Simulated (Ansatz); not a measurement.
A structure of MgO relaxed with PBEsol (plane waves to 420 eV, PAW, scalar-relativistic; Ansatz, a program for electronic structure); single points at other levels follow on the same geometry (Ansatz, PAW; HSE06 at 420 eV on a 8×8×8 k-mesh; no spin-orbit coupling). Space group Fm-3m (No. 225).

MgO is taken in the cubic space group Fm-3m (No. 225), the rock salt structure, Pearson symbol cF8. Cell: a = 4.2141 Å, b = 4.2141 Å, c = 4.2141 Å, α = 90.00°, β = 90.00°, γ = 90.00°. Mg on 4b is surrounded by 6 O at 2.107 Å (octahedral). O on 4a sees 6 Mg at 2.107 Å (octahedral). (Neighbours: up to the widest gap in distance over summed covalent radii, below 1.35, at either atom; cation-cation and far metal-metal contacts left out.)
(The calculation used a cell of 2 atoms; values per cell refer to that cell.)

```json
[
 {"level": "PBEsol", "gap (eV)": "4.62", "kind": "direct", "conduction minimum": "Γ"},
 {"level": "HSE06", "gap (eV)": "6.47", "kind": "–", "conduction minimum": "Γ"}
]
```

No spin polarisation in the result.

Measured for MgO: a 4.189 Å (static lattice; corrected from measurement; as listed in Daniel Mejia-Rodriguez, S. B. Trickey, Phys. Rev. B (2018)); gap 8.36 eV (static lattice; corrected from measurement; as listed in Wei Chen et al., Physical Review Materials (2018)). Computed minus measured — a: PBEsol +0.6 %; gap: PBEsol -3.74 eV, HSE06 -1.89 eV. The computed values are for a static lattice, and a measured gap can be an optical one, lowered by exciton binding.

The run could not lose the symmetry of its start.
